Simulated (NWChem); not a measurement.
Molecule: hydrogen cyanide (CHN); SMILES C#N

Program: NWChem. Pople sets run with spherical d functions. STO-3G and 3-21G are far too small for this property and stand as cheap habits. Coordinates come from a PBE0-D3(BJ)/def2-TZVP optimisation. Field at 589 nm.

Task: Order these by “anisotropy (bohr³)”, lowest first: B3LYP/aug-cc-pVDZ; B3LYP/STO-3G; B3LYP/6-31G*; B3LYP/def2-SVP.

Result: B3LYP/STO-3G (8.7), B3LYP/aug-cc-pVDZ (9.3), B3LYP/def2-SVP (11.4), B3LYP/6-31G* (12.1)
